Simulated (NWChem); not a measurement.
Program: NWChem. System: CS, charge 0, spin multiplicity 1, at a geometry optimised with PBE/def2-SVP. The structure started from a generated list of species. Level: LC-wPBE (omega 0.3 per bohr)/def2-TZVP.

Part of the output:

```
             Northwest Computational Chemistry Package (NWChem) 7.3.0
             --------------------------------------------------------

                                NWChem Input Module
                                -------------------

 Scaling coordinates for geometry "geometry" by  1.889725989
 (inverse scale =  0.529177249)

 Turning off AUTOSYM since
 SYMMETRY directive was detected!

                             Geometry "geometry" -> ""
                             -------------------------

 Output coordinates in angstroms (scale by  1.889725989 to convert to a.u.)

  No.       Tag          Charge          X              Y              Z
 ---- ---------------- ---------- -------------- -------------- --------------
    1 C                    6.0000     0.00000000     0.00000000     1.12955100
    2 S                   16.0000     0.00000000     0.00000000    -0.42358200

 Effective nuclear repulsion energy (a.u.)      32.7087351205

            Nuclear Dipole moment (a.u.)
            ----------------------------
        X                 Y               Z
 ---------------- ---------------- ----------------
     0.0000000000     0.0000000000    -0.0000113384

      Symmetry information
      --------------------

 Group name             C2v
 Group number             16
 Group order               4
 No. of unique centers     2

      Symmetry unique atoms

     1    2


 Summary of "ao basis" -> "" (spherical)
 ------------------------------------------------------------------------------
       Tag                 Description            Shells   Functions and Types
 ---------------- ------------------------------  ------  ---------------------
 *                         def2-tzvp                  on all atoms

  pbe96 is a nonlocal functional; adding pw91lda local functional.

                                 NWChem DFT Module
                                 -----------------

 Summary of "ao basis" -> "ao basis" (spherical)
 ------------------------------------------------------------------------------
       Tag                 Description            Shells   Functions and Types
 ---------------- ------------------------------  ------  ---------------------
 C                         def2-tzvp                11       31   5s3p2d1f
 S                         def2-tzvp                13       37   5s5p2d1f

 Summary of "ao basis" -> "ao basis" (spherical)
 ------------------------------------------------------------------------------
       Tag                 Description            Shells   Functions and Types
 ---------------- ------------------------------  ------  ---------------------
 C                         def2-tzvp                11       31   5s3p2d1f
 S                         def2-tzvp                13       37   5s5p2d1f

      Symmetry analysis of basis
      --------------------------

        a1         30
        a2          6
        b1         16
        b2         16

  int_init: cando_txs set to always be  F

            General Information
            -------------------
          SCF calculation type: DFT
          Wavefunction type:  closed shell.
          No. of atoms     :     2
          No. of electrons :    22
           Alpha electrons :    11
            Beta electrons :    11
          Charge           :     0
          Spin multiplicity:     1
          Use of symmetry is: on ; symmetry adaption is: on
          Maximum number of iterations: 100
          This is a Direct SCF calculation.
          AO basis - number of functions:    68
                     number of shells:    24
          Convergence on energy requested:  1.00D-06
          Convergence on density requested:  1.00D-05
          Convergence on gradient requested:  5.00D-04

              XC Information
              --------------
                     Hartree-Fock (Exact) Exchange  1.000
                     LC-wPBE(h)Exchange Functional  1.000
            Perdew 1991 LDA Correlation Functional  1.000 local
           PerdewBurkeErnz. Correlation Functional  1.000 non-local

           Range-Separation Parameters
           ---------------------------
           Alpha           :  0.00
           Beta            :  1.00
[...]
   convergence    iter        energy       DeltaE   RMS-Dens  Diis-err    time
 ---------------- ----- ----------------- --------- --------- ---------  ------
 d= 0,ls=0.0,diis     1   -436.0131710838 -4.69D+02  6.22D-03  6.91D-01     1.1

 !! scf_movecs_sym_adapt:    8 vectors were symmetry contaminated

  Symmetry fudging

 !! scf_movecs_sym_adapt:    2 vectors were symmetry contaminated

 d= 0,ls=0.0,diis     2   -436.0171614934 -3.99D-03  5.70D-03  2.25D-01     2.3

 !! scf_movecs_sym_adapt:   14 vectors were symmetry contaminated

  Symmetry fudging

 !! scf_movecs_sym_adapt:    6 vectors were symmetry contaminated

 d= 0,ls=0.0,diis     3   -436.0284229177 -1.13D-02  2.71D-03  1.30D-01     4.0

 !! scf_movecs_sym_adapt:   20 vectors were symmetry contaminated

  Symmetry fudging

 !! scf_movecs_sym_adapt:    8 vectors were symmetry contaminated

 d= 0,ls=0.0,diis     4   -436.0455901808 -1.72D-02  1.98D-04  5.94D-04     5.7

 !! scf_movecs_sym_adapt:   16 vectors were symmetry contaminated

  Symmetry fudging

 !! scf_movecs_sym_adapt:    4 vectors were symmetry contaminated

 d= 0,ls=0.0,diis     5   -436.0456407295 -5.05D-05  1.13D-04  3.02D-05     7.4

 !! scf_movecs_sym_adapt:   18 vectors were symmetry contaminated

  Symmetry fudging

 !! scf_movecs_sym_adapt:    4 vectors were symmetry contaminated

  Resetting Diis
 d= 0,ls=0.0,diis     6   -436.0456479380 -7.21D-06  4.51D-05  1.89D-06     9.2

 !! scf_movecs_sym_adapt:   20 vectors were symmetry contaminated

  Symmetry fudging

 !! scf_movecs_sym_adapt:    6 vectors were symmetry contaminated

 d= 0,ls=0.0,diis     7   -436.0456486823 -7.44D-07  6.09D-06  8.33D-08    10.9

         Total DFT energy =     -436.045648682256
      One electron energy =     -665.273041504675
           Coulomb energy =      227.287259384665
    Exchange-Corr. energy =      -30.768601682787
 Nuclear repulsion energy =       32.708735120541

 Numeric. integr. density =       21.999998935071

     Total iterative time =     10.7s

                  Occupations of the irreducible representations
                  ----------------------------------------------

                     irrep           alpha         beta
                     --------     --------     --------
                     a1                7.0          7.0
                     a2                0.0          0.0
                     b1                2.0          2.0
                     b2                2.0          2.0

                       DFT Final Molecular Orbital Analysis
                       ------------------------------------

 Vector    9  Occ=2.000000D+00  E=-4.521123D-01  Symmetry=b1
              MO Center= -9.5D-16,  5.5D-32,  6.8D-02, r^2= 1.6D+00
   Bfn.  Coefficient  Atom+Function         Bfn.  Coefficient  Atom+Function
  ----- ------------  ---------------      ----- ------------  ---------------
    46      0.456323  2 S  px                49      0.231911  2 S  px
     6      0.227372  1 C  px                43      0.202930  2 S  px
     9      0.195555  1 C  px                37     -0.172732  2 S  px
    12      0.078560  1 C  px                40     -0.076988  2 S  px
    23      0.034856  1 C  d  1              60     -0.033966  2 S  d  1

 Vector   10  Occ=2.000000D+00  E=-4.521123D-01  Symmetry=b2
              MO Center= -1.1D-31,  8.7D-16,  6.8D-02, r^2= 1.6D+00
   Bfn.  Coefficient  Atom+Function         Bfn.  Coefficient  Atom+Function
  ----- ------------  ---------------      ----- ------------  ---------------
    47      0.456323  2 S  py                50      0.231911  2 S  py
     7      0.227372  1 C  py                44      0.202930  2 S  py
    10      0.195555  1 C  py                38     -0.172732  2 S  py
    13      0.078560  1 C  py                41     -0.076988  2 S  py
    21     -0.034856  1 C  d -1              58      0.033966  2 S  d -1

 Vector   11  Occ=2.000000D+00  E=-4.099187D-01  Symmetry=a1
              MO Center=  2.5D-16, -4.9D-16,  1.1D+00, r^2= 1.7D+00
   Bfn.  Coefficient  Atom+Function         Bfn.  Coefficient  Atom+Function
  ----- ------------  ---------------      ----- ------------  ---------------
     5      0.359195  1 C  s                  4      0.346810  1 C  s
     8      0.346414  1 C  pz                48     -0.333482  2 S  pz
    11      0.216642  1 C  pz                51     -0.189107  2 S  pz
     3      0.183418  1 C  s                 45     -0.146794  2 S  pz
    39      0.121007  2 S  pz                 2     -0.114149  1 C  s

 Vector   12  Occ=0.000000D+00  E=-1.348253D-02  Symmetry=b2
              MO Center= -4.5D-32,  3.4D-16,  4.4D-01, r^2= 2.3D+00
   Bfn.  Coefficient  Atom+Function         Bfn.  Coefficient  Atom+Function
  ----- ------------  ---------------      ----- ------------  ---------------
    50     -0.448624  2 S  py                13      0.421845  1 C  py
     7      0.375717  1 C  py                10      0.335091  1 C  py
    47     -0.301621  2 S  py                44     -0.148609  2 S  py
    38      0.113395  2 S  py                58      0.103138  2 S  d -1
    53      0.079273  2 S  d -1              41      0.051918  2 S  py

 Vector   13  Occ=0.000000D+00  E=-1.348253D-02  Symmetry=b1
              MO Center= -1.1D-15,  1.3D-31,  4.4D-01, r^2= 2.3D+00
   Bfn.  Coefficient  Atom+Function         Bfn.  Coefficient  Atom+Function
  ----- ------------  ---------------      ----- ------------  ---------------
    49     -0.448624  2 S  px                12      0.421845  1 C  px
     6      0.375717  1 C  px                 9      0.335091  1 C  px
    46     -0.301621  2 S  px                43     -0.148609  2 S  px
    37      0.113395  2 S  px                60     -0.103138  2 S  d  1
    55     -0.079273  2 S  d  1              40      0.051918  2 S  px

 Vector   14  Occ=0.000000D+00  E= 1.601263D-01  Symmetry=a1
              MO Center=  1.4D-31,  4.1D-33, -5.9D-01, r^2= 3.5D+00
   Bfn.  Coefficient  Atom+Function         Bfn.  Coefficient  Atom+Function
  ----- ------------  ---------------      ----- ------------  ---------------
    36      1.899005  2 S  s                 51      1.549026  2 S  pz
     4     -1.403644  1 C  s                 14      0.750696  1 C  pz
     5     -0.742644  1 C  s                 11      0.608099  1 C  pz
    48      0.387637  2 S  pz                 8      0.198173  1 C  pz
    54     -0.167736  2 S  d  0              34     -0.141686  2 S  s

 center of mass
 --------------
 x =   0.00000000 y =   0.00000000 z =   0.00050791

 moments of inertia (a.u.)
 ------------------
          75.160568596555           0.000000000000           0.000000000000
           0.000000000000          75.160568596555           0.000000000000
           0.000000000000           0.000000000000           0.000000000000

     Multipole analysis of the density
     ---------------------------------

     L   x y z        total         alpha         beta         nuclear
     -   - - -        -----         -----         ----         -------
     0   0 0 0     -0.000000    -11.000000    -11.000000     22.000000

     1   1 0 0     -0.000000     -0.000000     -0.000000      0.000000
     1   0 1 0     -0.000000     -0.000000     -0.000000      0.000000
     1   0 0 1     -0.742347     -0.371168     -0.371168     -0.000011

     2   2 0 0    -13.493990     -6.746995     -6.746995      0.000000
     2   1 1 0     -0.000000     -0.000000     -0.000000      0.000000
     2   1 0 1      0.000000      0.000000      0.000000      0.000000
     2   0 2 0    -13.493990     -6.746995     -6.746995      0.000000
     2   0 1 1     -0.000000     -0.000000     -0.000000      0.000000
     2   0 0 2    -15.215761    -26.402499    -26.402499     37.589238

 Task  times  cpu:       10.9s     wall:       10.9s

 Total times  cpu:       10.9s     wall:       10.9s
```

Task: Write an NWChem input that would produce this output.

Result: Several could match; the one computed here: 
```
start mol
memory heap 200 mb stack 900 mb global 1100 mb
geometry units angstroms nocenter noautoz
  C      0.000000     0.000000     1.129551
  S      0.000000     0.000000    -0.423582
  symmetry group C2v
end
basis spherical
  * library def2-tzvp
end
dft
  xc xwpbe 1.00 cpbe96 1.0 hfexch 1.00
  cam 0.3 cam_alpha 0.00 cam_beta 1.00
  direct
  iterations 100
end
task dft energy
```
